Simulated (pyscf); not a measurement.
Elimination: `[CH3][Si]([Cl])([Cl])[Cl]` -> `[CH2]=[Si]([Cl])[Cl]` + `[ClH]`

Gas phase, singlet surface, charge 0. Bonds broken: C1–H6, Si2–Cl3. Bonds formed: Cl3–H6. Structures and frequencies: ωB97X-D3(BJ)/def2-SVP in PySCF.

Transition state (Å):

```xyz
8

C     -1.1216    -0.6876     0.9866
Si    -0.3669    -0.1605    -0.4649
Cl     1.5392     0.7289     1.4297
Cl    -0.7070     1.6265    -1.3338
Cl     0.8851    -1.2929    -1.5668
H      0.2797     0.0305     1.5700
H     -1.0769    -1.7491     1.2529
H     -1.9674    -0.1155     1.3828
```

One imaginary mode, 785i cm⁻¹; descent along it reached the two sides named, in the forms told below.

```csv
bond,change,reactant side (Å),saddle,product side
C1–H6,breaks,1.100,1.679,2.442
Si2–Cl3,breaks,2.049,2.8,3.3
Cl3–H6,forms,3.4,1.447,1.297
```

Electronic energies relative to the reactant's lowest minimum found (kcal/mol):

```csv
level,barrier,reaction energy,reverse barrier
ωB97X-D3(BJ)/def2-TZVP,89.8,+90.3,-0.5
PBE/def2-TZVP,77.6,+80.9,-3.3
r²SCAN/def2-TZVP,83.1,+86.1,-3.0
B3LYP-D3(BJ)/def2-TZVP,83.1,+84.1,-1.1
PBE0-D3(BJ)/def2-TZVP,84.4,+87.7,-3.3
M06-2X/def2-TZVP,87.6,+87.1,0.5
ωB97M-D3(BJ)/def2-TZVP,86.6,+86.3,0.3
HF/def2-TZVP,101.5,+87.3,14.1
```

With ωB97M-D3(BJ)/def2-TZVP energies and thermal terms (ideal gas, 1 atm, RRHO with modes under 100 cm⁻¹ raised to 100, one conformer, R ln 2 for chiral ones without a mode under 150 cm⁻¹), in kcal/mol:

```csv
T (K),ΔH‡,ΔG‡,ΔH,ΔG
298,81.8,80.9,+82.7,+72.0
600,81.9,80.0,+82.8,+61.1
900,81.9,79.0,+82.4,+50.4
1200,81.8,78.0,+81.8,+39.8
```

On the product side the descent ends in a complex, 5.1 kcal/mol under the separated species and 4.5 kcal/mol under the saddle at ωB97X-D3(BJ)/def2-TZVP. At ωB97X-D3(BJ)/def2-TZVP, PBE, r²SCAN, B3LYP-D3(BJ), PBE0-D3(BJ) the saddle lies under the separated products, which points to a path from their complex (located at ωB97X-D3(BJ) alone), and parting the products costs more than the saddle. One saddle was located; it need not be the lowest between these sides.
